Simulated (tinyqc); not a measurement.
Inside a calculation (part 1 of 2). Method: RHF in the sto-6g basis, for OH-, spin multiplicity 1. The basis has no diffuse functions, so it cannot describe the extra electron: this is an exercise in the method, not the real anion. Computed by tinyqc, a small Python program that keeps every step (integrals from PySCF). Settings: charge = -1, multiplicity = 1, basis = sto-6g, energy threshold = 1e-09, iteration cap = 60, orthogonalisation = symmetric, start = highest core orbitals, DIIS depth = 0, damping = 0.5, shift = 1.0, method = RHF. Command: `OMP_NUM_THREADS=1 python tinyqc.py 31015 31016 out.jsonl` (the two numbers bound the seeds that draw the settings). One thread of a shared host (Intel(R) Xeon(R) Processor @ 2.60GHz), about 0.09 s of CPU time with the checks. Later iterations appear only in the table of the cycle.

## One-electron integrals

Geometry (angstrom):
```
atom         x         y         z
O     0.000000  0.000000  0.000000
H     0.000000  0.000000  1.207000
```

Basis sto-6g: exponents (1/bohr^2) and contraction coefficients of normalised primitives:
```
element  l (shell)     exponent  coefficient
O            s (1)  1355.584234     0.009164
O            s (1)   248.544885     0.049361
O            s (1)    69.533902     0.168538
O            s (1)    23.886772     0.370563
O            s (1)     9.275933     0.416492
O            s (1)     3.820341     0.130334
O            s (2)    52.187762    -0.013253
O            s (2)    10.329320    -0.046992
O            s (2)     3.210345    -0.033785
O            s (2)     1.235135     0.250242
O            s (2)     0.536420     0.595117
O            s (2)     0.245881     0.240706
O            p (3)    52.187762     0.003760
O            p (3)    10.329320     0.037679
O            p (3)     3.210345     0.173897
O            p (3)     1.235135     0.418036
O            p (3)     0.536420     0.425860
O            p (3)     0.245881     0.101708
H            s (1)    35.523221     0.009164
H            s (1)     6.513144     0.049361
H            s (1)     1.822143     0.168538
H            s (1)     0.625955     0.370563
H            s (1)     0.243077     0.416492
H            s (1)     0.100112     0.130334
```

Overlap, kinetic and nuclear-attraction integrals over the contracted functions; the nuclear repulsion is the sum of Za Zb / Rab.

nuclear repulsion = 3.50738831 hartree

overlap S, order 1O 1s, 1O 2s, 1O 2px, 1O 2py, 1O 2pz, 2H 1s:
```
[[1.000000, 0.231145, 0.000000, 0.000000, 0.000000, 0.031158],
 [0.231145, 1.000000, 0.000000, 0.000000, 0.000000, 0.329461],
 [0.000000, 0.000000, 1.000000, 0.000000, 0.000000, 0.000000],
 [0.000000, 0.000000, 0.000000, 1.000000, 0.000000, 0.000000],
 [0.000000, 0.000000, 0.000000, 0.000000, 1.000000, 0.299273],
 [0.031158, 0.329461, 0.000000, 0.000000, 0.299273, 1.000000]]
```

kinetic energy T (hartree), order 1O 1s, 1O 2s, 1O 2px, 1O 2py, 1O 2pz, 2H 1s:
```
[[29.327197, -0.896024, 0.000000, 0.000000, 0.000000, -0.006530],
 [-0.896024, 0.842618, 0.000000, 0.000000, 0.000000, 0.038541],
 [0.000000, 0.000000, 2.531309, 0.000000, 0.000000, 0.000000],
 [0.000000, 0.000000, 0.000000, 2.531309, 0.000000, 0.000000],
 [0.000000, 0.000000, 0.000000, 0.000000, 2.531309, 0.129884],
 [-0.006530, 0.038541, 0.000000, 0.000000, 0.129884, 0.768522]]
```

nuclear attraction V (hartree), order 1O 1s, 1O 2s, 1O 2px, 1O 2py, 1O 2pz, 2H 1s:
```
[[-61.696739, -6.252621, 0.000000, 0.000000, -0.010329, -0.963828],
 [-6.252621, -9.437541, 0.000000, 0.000000, -0.121143, -2.308055],
 [0.000000, 0.000000, -9.413476, 0.000000, 0.000000, 0.000000],
 [0.000000, 0.000000, 0.000000, -9.413476, 0.000000, 0.000000],
 [-0.010329, -0.121143, 0.000000, 0.000000, -9.484476, -1.867773],
 [-0.963828, -2.308055, 0.000000, 0.000000, -1.867773, -4.700020]]
```

core Hamiltonian H = T + V (hartree), order 1O 1s, 1O 2s, 1O 2px, 1O 2py, 1O 2pz, 2H 1s:
```
[[-32.369541, -7.148645, 0.000000, 0.000000, -0.010329, -0.970358],
 [-7.148645, -8.594923, 0.000000, 0.000000, -0.121143, -2.269514],
 [0.000000, 0.000000, -6.882167, 0.000000, 0.000000, 0.000000],
 [0.000000, 0.000000, 0.000000, -6.882167, 0.000000, 0.000000],
 [-0.010329, -0.121143, 0.000000, 0.000000, -6.953167, -1.737889],
 [-0.970358, -2.269514, 0.000000, 0.000000, -1.737889, -3.931497]]
```

## Two-electron integrals

Functions are numbered as in S; the eight-fold symmetry (ij|kl) = (ji|kl) = (kl|ij) leaves the list below.

Two-electron integrals (ij|kl) in chemists' order, unique and non-zero (hartree):
```
(11|11) 4.787491   (21|11) 0.675884   (21|21) 0.121505   (22|11) 1.117379
(22|21) 0.249212   (22|22) 0.817383   (31|31) 0.025762   (32|31) 0.039145
(32|32) 0.180664   (33|11) 1.117381   (33|21) 0.249212   (33|22) 0.817382
(33|33) 0.880663   (41|41) 0.025762   (42|41) 0.039145   (42|42) 0.180664
(43|43) 0.047461   (44|11) 1.117381   (44|21) 0.249212   (44|22) 0.817382
(44|33) 0.785741   (44|44) 0.880663   (51|51) 0.025762   (52|51) 0.039145
(52|52) 0.180664   (53|53) 0.047461   (54|54) 0.047461   (55|11) 1.117381
(55|21) 0.249212   (55|22) 0.817382   (55|33) 0.785741   (55|44) 0.785741
(55|55) 0.880663   (61|11) 0.096858   (61|21) 0.016705   (61|22) 0.033564
(61|33) 0.033493   (61|44) 0.033493   (61|51) 0.000820   (61|52) 0.001611
(61|55) 0.033705   (61|61) 0.002341   (62|11) 0.257849   (62|21) 0.058423
(62|22) 0.215038   (62|33) 0.211337   (62|44) 0.211337   (62|51) 0.004701
(62|52) 0.036062   (62|55) 0.222438   (62|61) 0.008093   (62|62) 0.073417
(63|31) 0.006188   (63|32) 0.035815   (63|53) 0.007281   (63|63) 0.009833
(64|41) 0.006188   (64|42) 0.035815   (64|54) 0.007281   (64|64) 0.009833
(65|11) 0.197015   (65|21) 0.045235   (65|22) 0.177449   (65|33) 0.169729
(65|44) 0.169729   (65|51) 0.009284   (65|52) 0.063201   (65|55) 0.192890
(65|61) 0.006522   (65|62) 0.073603   (65|65) 0.082654   (66|11) 0.432325
(66|21) 0.099758   (66|22) 0.421901   (66|33) 0.406245   (66|44) 0.406245
(66|51) 0.009397   (66|52) 0.101127   (66|55) 0.453212   (66|61) 0.013917
(66|62) 0.191552   (66|65) 0.218499   (66|66) 0.774999
```

## Orthogonalisation

S = U s U^T; symmetric (Loewdin) form X = U s^(-1/2) U^T, so that X^T S X = 1.

eigenvalues of S: [0.530184, 0.844463, 1.000000, 1.000000, 1.133006, 1.492347]

X, order 1O 1s, 1O 2s, 1O 2px, 1O 2py, 1O 2pz, 2H 1s:
```
[[1.021475, -0.124772, 0.000000, 0.000000, -0.004575, 0.016406],
 [-0.124772, 1.070836, 0.000000, 0.000000, 0.044406, -0.192715],
 [0.000000, 0.000000, 1.000000, 0.000000, 0.000000, 0.000000],
 [0.000000, 0.000000, 0.000000, 1.000000, 0.000000, 0.000000],
 [-0.004575, 0.044406, 0.000000, 0.000000, 1.039455, -0.171848],
 [0.016406, -0.192715, 0.000000, 0.000000, -0.171848, 1.087864]]
```

## Starting guess

The start is the highest orbitals of the core Hamiltonian (a deliberately bad start); D = 2 C_occ C_occ^T.

D at the start, order 1O 1s, 1O 2s, 1O 2px, 1O 2py, 1O 2pz, 2H 1s:
```
[[0.105179, -0.498135, 0.000000, 0.000000, -0.034135, 0.112119],
 [-0.498135, 2.402271, 0.000000, 0.000000, 0.254775, -0.851281],
 [0.000000, 0.000000, 2.000000, 0.000000, 0.000000, 0.000000],
 [0.000000, 0.000000, 0.000000, 2.000000, 0.000000, 0.000000],
 [-0.034135, 0.254775, 0.000000, 0.000000, 2.223980, -0.748411],
 [0.112119, -0.851281, 0.000000, 0.000000, -0.748411, 2.500752]]
```

## Iteration 1: building the Fock matrix

J_ij = sum D_kl (ij|kl), K_ij = sum D_kl (ik|jl); F = H + J - 0.5 K; E = tr D H + tr D J / 2 - 0.25 tr D K + E_nn.

Coulomb J (hartree), order 1O 1s, 1O 2s, 1O 2px, 1O 2py, 1O 2pz, 2H 1s:
```
[[9.837946, 2.185846, 0.000000, 0.000000, 0.019972, 0.295658],
 [2.185846, 7.351058, 0.000000, 0.000000, 0.186642, 2.089266],
 [0.000000, 0.000000, 7.322655, 0.000000, 0.000000, 0.000000],
 [0.000000, 0.000000, 0.000000, 7.322655, 0.000000, 0.000000],
 [0.019972, 0.186642, 0.000000, 0.000000, 7.407845, 1.840249],
 [0.295658, 2.089266, 0.000000, 0.000000, 1.840249, 4.931425]]
```

exchange K (hartree), order 1O 1s, 1O 2s, 1O 2px, 1O 2py, 1O 2pz, 2H 1s:
```
[[0.280317, 0.264260, 0.000000, 0.000000, 0.000884, 0.044951],
 [0.264260, 2.629128, 0.000000, 0.000000, 0.038563, 0.747819],
 [0.000000, 0.000000, 2.313620, 0.000000, 0.000000, 0.000000],
 [0.000000, 0.000000, 0.000000, 2.313620, 0.000000, 0.000000],
 [0.000884, 0.038563, 0.000000, 0.000000, 2.358590, 0.611390],
 [0.044951, 0.747819, 0.000000, 0.000000, 0.611390, 1.716782]]
```

Fock matrix F (hartree), order 1O 1s, 1O 2s, 1O 2px, 1O 2py, 1O 2pz, 2H 1s:
```
[[-22.671754, -5.094929, 0.000000, 0.000000, 0.009201, -0.697176],
 [-5.094929, -2.558429, 0.000000, 0.000000, 0.046218, -0.554158],
 [0.000000, 0.000000, -0.716323, 0.000000, 0.000000, 0.000000],
 [0.000000, 0.000000, 0.000000, -0.716323, 0.000000, 0.000000],
 [0.009201, 0.046218, 0.000000, 0.000000, -0.724617, -0.203335],
 [-0.697176, -0.554158, 0.000000, 0.000000, -0.203335, 0.141537]]
```

total energy of this density = -31.50786913 hartree

This density is the starting one.

## Iteration 1: diagonalisation and new density

A level shift of 1 hartree raises the virtual space: F + shift (S - S D(s) S), with D(s) the density of one spin (D/2). Diagonalise F' = X^T F X, C = X C', fill 5 alpha and 5 beta electrons from the bottom; D = 2 C_occ C_occ^T; the new density keeps 0.5 of the old one (damping). Each column has its largest component positive (the first on a tie).

F' = X^T F X (hartree):
```
[[-21.428742, -2.203830, 0.000000, 0.000000, -0.000219, -0.116730],
 [-2.203830, -1.707864, 0.000000, 0.000000, 0.073645, -0.255676],
 [0.000000, 0.000000, -0.716323, 0.000000, 0.000000, 0.000000],
 [0.000000, 0.000000, 0.000000, -0.716323, 0.000000, 0.000000],
 [-0.000219, 0.073645, 0.000000, 0.000000, -0.698010, -0.166696],
 [-0.116730, -0.255676, 0.000000, 0.000000, -0.166696, 0.363745]]
```

orbital energies (hartree): [-21.672965, -1.499219, -0.721949, -0.716323, -0.716323, 0.423263]

coefficients C, order 1O 1s, 1O 2s, 1O 2px, 1O 2py, 1O 2pz, 2H 1s:
```
[[1.001686, -0.232414, -0.013186, 0.000000, 0.000000, 0.041287],
 [-0.007712, 1.041185, 0.061025, 0.000000, 0.000000, -0.336927],
 [0.000000, 0.000000, 0.000000, 0.998561, 0.053627, 0.000000],
 [0.000000, 0.000000, 0.000000, -0.053627, 0.998561, 0.000000],
 [-0.001130, -0.044426, 0.999088, 0.000000, 0.000000, -0.334423],
 [0.002312, -0.047151, -0.002683, 0.000000, 0.000000, 1.117207]]
```

D after iteration 1, order 1O 1s, 1O 2s, 1O 2px, 1O 2py, 1O 2pz, 2H 1s:
```
[[1.110154, -0.499583, 0.000000, 0.000000, -0.021048, 0.069370],
 [-0.499583, 2.288985, 0.000000, 0.000000, 0.142110, -0.474916],
 [0.000000, 0.000000, 2.000000, 0.000000, 0.000000, 0.000000],
 [0.000000, 0.000000, 0.000000, 2.000000, 0.000000, 0.000000],
 [-0.021048, 0.142110, 0.000000, 0.000000, 2.112142, -0.374793],
 [0.069370, -0.474916, 0.000000, 0.000000, -0.374793, 1.252612]]
```

Within a degenerate level the vectors are fixed only up to a rotation; this is one choice.

## Iteration 2: building the Fock matrix

As before.

Coulomb J (hartree), order 1O 1s, 1O 2s, 1O 2px, 1O 2py, 1O 2pz, 2H 1s:
```
[[14.189170, 2.760474, 0.000000, 0.000000, 0.010502, 0.378431],
 [2.760474, 8.054262, 0.000000, 0.000000, 0.094970, 2.161474],
 [0.000000, 0.000000, 8.040392, 0.000000, 0.000000, 0.000000],
 [0.000000, 0.000000, 0.000000, 8.040392, 0.000000, 0.000000],
 [0.010502, 0.094970, 0.000000, 0.000000, 8.081991, 1.826330],
 [0.378431, 2.161474, 0.000000, 0.000000, 1.826330, 4.583550]]
```

exchange K (hartree), order 1O 1s, 1O 2s, 1O 2px, 1O 2py, 1O 2pz, 2H 1s:
```
[[5.075004, 0.924242, 0.000000, 0.000000, 0.000451, 0.141787],
 [0.924242, 2.729894, 0.000000, 0.000000, 0.022968, 0.717611],
 [0.000000, 0.000000, 2.333219, 0.000000, 0.000000, 0.000000],
 [0.000000, 0.000000, 0.000000, 2.333219, 0.000000, 0.000000],
 [0.000451, 0.022968, 0.000000, 0.000000, 2.353158, 0.547502],
 [0.141787, 0.717611, 0.000000, 0.000000, 0.547502, 1.024096]]
```

Fock matrix F (hartree), order 1O 1s, 1O 2s, 1O 2px, 1O 2py, 1O 2pz, 2H 1s:
```
[[-20.717874, -4.850292, 0.000000, 0.000000, -0.000053, -0.662821],
 [-4.850292, -1.905608, 0.000000, 0.000000, -0.037657, -0.466846],
 [0.000000, 0.000000, -0.008385, 0.000000, 0.000000, 0.000000],
 [0.000000, 0.000000, 0.000000, -0.008385, 0.000000, 0.000000],
 [-0.000053, -0.037657, 0.000000, 0.000000, -0.047755, -0.185309],
 [-0.662821, -0.466846, 0.000000, 0.000000, -0.185309, 0.140004]]
```

total energy of this density = -53.64803646 hartree

This density is a damped mixture and is not idempotent.

## Iteration 2: diagonalisation and new density

As before.

F' = X^T F X (hartree):
```
[[-19.936113, -2.323148, 0.000000, 0.000000, -0.008439, -0.090018],
 [-2.323148, -1.032210, 0.000000, 0.000000, 0.032410, -0.335968],
 [0.000000, 0.000000, -0.008385, 0.000000, 0.000000, 0.000000],
 [0.000000, 0.000000, 0.000000, -0.008385, 0.000000, 0.000000],
 [-0.008439, 0.032410, 0.000000, 0.000000, 0.031014, -0.323123],
 [-0.090018, -0.335968, 0.000000, 0.000000, -0.323123, 0.836988]]
```

orbital energies (hartree): [-20.218226, -0.815046, -0.075028, -0.008385, -0.008385, 1.007979]

coefficients C, order 1O 1s, 1O 2s, 1O 2px, 1O 2py, 1O 2pz, 2H 1s:
```
[[0.999124, -0.239825, 0.022454, 0.000000, 0.000000, 0.054779],
 [0.003796, 1.019238, -0.120854, 0.000000, 0.000000, -0.384583],
 [0.000000, 0.000000, 0.000000, 0.998983, -0.045085, 0.000000],
 [0.000000, 0.000000, 0.000000, 0.045085, 0.998983, 0.000000],
 [0.000073, 0.048465, 0.929838, 0.000000, 0.000000, -0.495018],
 [-0.000244, 0.020245, 0.183621, 0.000000, 0.000000, 1.102842]]
```

D after iteration 2, order 1O 1s, 1O 2s, 1O 2px, 1O 2py, 1O 2pz, 2H 1s:
```
[[1.611345, -0.493151, 0.000000, 0.000000, -0.001195, 0.033709],
 [-0.493151, 2.197959, 0.000000, 0.000000, 0.008078, -0.239016],
 [0.000000, 0.000000, 2.000000, 0.000000, 0.000000, 0.000000],
 [0.000000, 0.000000, 0.000000, 2.000000, 0.000000, 0.000000],
 [-0.001195, 0.008078, 0.000000, 0.000000, 1.923018, -0.015677],
 [0.033709, -0.239016, 0.000000, 0.000000, -0.015677, 0.660433]]
```

Within a degenerate level the vectors are fixed only up to a rotation; this is one choice.

## Iteration 3: building the Fock matrix

As before.

Coulomb J (hartree), order 1O 1s, 1O 2s, 1O 2px, 1O 2py, 1O 2pz, 2H 1s:
```
[[16.284512, 3.030754, 0.000000, 0.000000, 0.004294, 0.417455],
 [3.030754, 8.365168, 0.000000, 0.000000, 0.050501, 2.193826],
 [0.000000, 0.000000, 8.359268, 0.000000, 0.000000, 0.000000],
 [0.000000, 0.000000, 0.000000, 8.359268, 0.000000, 0.000000],
 [0.004294, 0.050501, 0.000000, 0.000000, 8.376961, 1.820683],
 [0.417455, 2.193826, 0.000000, 0.000000, 1.820683, 4.438034]]
```

exchange K (hartree), order 1O 1s, 1O 2s, 1O 2px, 1O 2py, 1O 2pz, 2H 1s:
```
[[7.467390, 1.250253, 0.000000, 0.000000, 0.000068, 0.189675],
 [1.250253, 2.765138, 0.000000, 0.000000, 0.002500, 0.729676],
 [0.000000, 0.000000, 2.337075, 0.000000, 0.000000, 0.000000],
 [0.000000, 0.000000, 0.000000, 2.337075, 0.000000, 0.000000],
 [0.000068, 0.002500, 0.000000, 0.000000, 2.302324, 0.574458],
 [0.189675, 0.729676, 0.000000, 0.000000, 0.574458, 0.770963]]
```

Fock matrix F (hartree), order 1O 1s, 1O 2s, 1O 2px, 1O 2py, 1O 2pz, 2H 1s:
```
[[-19.818725, -4.743018, 0.000000, 0.000000, -0.006069, -0.647740],
 [-4.743018, -1.612324, 0.000000, 0.000000, -0.071892, -0.440526],
 [0.000000, 0.000000, 0.308563, 0.000000, 0.000000, 0.000000],
 [0.000000, 0.000000, 0.000000, 0.308563, 0.000000, 0.000000],
 [-0.006069, -0.071892, 0.000000, 0.000000, 0.272632, -0.204434],
 [-0.647740, -0.440526, 0.000000, 0.000000, -0.204434, 0.121055]]
```

total energy of this density = -64.09919709 hartree

This density is a damped mixture and is not idempotent.

## Iteration 3: diagonalisation and new density

As before.

F' = X^T F X (hartree):
```
[[-19.267535, -2.386449, 0.000000, 0.000000, -0.017400, -0.071992],
 [-2.386449, -0.715012, 0.000000, 0.000000, 0.044440, -0.408241],
 [0.000000, 0.000000, 0.308563, 0.000000, 0.000000, 0.000000],
 [0.000000, 0.000000, 0.000000, 0.308563, 0.000000, 0.000000],
 [-0.017400, 0.044440, 0.000000, 0.000000, 0.424018, -0.501243],
 [-0.071992, -0.408241, 0.000000, 0.000000, -0.501243, 1.024020]]
```

orbital energies (hartree): [-19.570333, -0.522827, 0.174103, 0.308563, 0.308563, 1.384548]

coefficients C, order 1O 1s, 1O 2s, 1O 2px, 1O 2py, 1O 2pz, 2H 1s:
```
[[0.997768, -0.238643, 0.053624, 0.000000, 0.000000, 0.062467],
 [0.009692, 0.981344, -0.272320, 0.000000, 0.000000, -0.405070],
 [0.000000, 0.000000, 0.000000, 0.999492, 0.031874, 0.000000],
 [0.000000, 0.000000, 0.000000, -0.031874, 0.999492, 0.000000],
 [0.000779, 0.098843, 0.835006, 0.000000, 0.000000, -0.636384],
 [-0.001570, 0.099344, 0.346756, 0.000000, 0.000000, 1.058431]]
```

D after iteration 3, order 1O 1s, 1O 2s, 1O 2px, 1O 2py, 1O 2pz, 2H 1s:
```
[[1.861039, -0.485699, 0.000000, 0.000000, 0.021367, 0.010174],
 [-0.485699, 2.136267, 0.000000, 0.000000, -0.126343, -0.116462],
 [0.000000, 0.000000, 2.000000, 0.000000, 0.000000, 0.000000],
 [0.000000, 0.000000, 0.000000, 2.000000, 0.000000, 0.000000],
 [0.021367, -0.126343, 0.000000, 0.000000, 1.668514, 0.291523],
 [0.010174, -0.116462, 0.000000, 0.000000, 0.291523, 0.460328]]
```

Within a degenerate level the vectors are fixed only up to a rotation; this is one choice.

## Iteration 49 (converged): orbitals

converged F (hartree), order 1O 1s, 1O 2s, 1O 2px, 1O 2py, 1O 2pz, 2H 1s:
```
[[-19.734576, -4.794120, 0.000000, 0.000000, -0.016142, -0.652901],
 [-4.794120, -1.698006, 0.000000, 0.000000, 0.004005, -0.477338],
 [0.000000, 0.000000, 0.194736, 0.000000, 0.000000, 0.000000],
 [0.000000, 0.000000, 0.000000, 0.194736, 0.000000, 0.000000],
 [-0.016142, 0.004005, 0.000000, 0.000000, 0.519721, -0.265756],
 [-0.652901, -0.477338, 0.000000, 0.000000, -0.265756, 0.049049]]
```

Diagonalise F' = X^T F X, C = X C', fill 5 alpha and 5 beta electrons from the bottom; D = 2 C_occ C_occ^T. Each column has its largest component positive (the first on a tie).

F' = X^T F X (hartree):
```
[[-19.415377, -2.468001, 0.000000, 0.000000, -0.039508, -0.071101],
 [-2.468001, -0.799659, 0.000000, 0.000000, 0.122830, -0.328813],
 [0.000000, 0.000000, 0.194736, 0.000000, 0.000000, 0.000000],
 [0.000000, 0.000000, 0.000000, 0.194736, 0.000000, 0.000000],
 [-0.039508, 0.122830, 0.000000, 0.000000, 0.662900, -0.436973],
 [-0.071101, -0.328813, 0.000000, 0.000000, -0.436973, 0.311897]]
```

orbital energies (hartree): [-19.737688, -0.589942, 0.074079, 0.194736, 0.194736, 1.013312]

coefficients C, order 1O 1s, 1O 2s, 1O 2px, 1O 2py, 1O 2pz, 2H 1s:
```
[[0.996833, -0.236830, 0.077128, 0.000000, 0.000000, -0.059623],
 [0.013716, 0.948095, -0.421994, 0.000000, 0.000000, 0.352447],
 [0.000000, 0.000000, 0.000000, 0.987036, -0.160500, 0.000000],
 [0.000000, 0.000000, 0.000000, 0.160500, 0.987036, 0.000000],
 [0.001546, 0.008070, 0.494246, 0.000000, 0.000000, 0.931474],
 [-0.002708, 0.185814, 0.754785, 0.000000, 0.000000, -0.803837]]
```

D after iteration 49, order 1O 1s, 1O 2s, 1O 2px, 1O 2py, 1O 2pz, 2H 1s:
```
[[2.111428, -0.486825, 0.000000, 0.000000, 0.075499, 0.023018],
 [-0.486825, 2.154302, 0.000000, 0.000000, -0.401794, -0.284765],
 [0.000000, 0.000000, 2.000000, 0.000000, 0.000000, 0.000000],
 [0.000000, 0.000000, 0.000000, 2.000000, 0.000000, 0.000000],
 [0.075499, -0.401794, 0.000000, 0.000000, 0.488694, 0.749090],
 [0.023018, -0.284765, 0.000000, 0.000000, 0.749090, 1.208468]]
```

Within a degenerate level the vectors are fixed only up to a rotation; this is one choice.
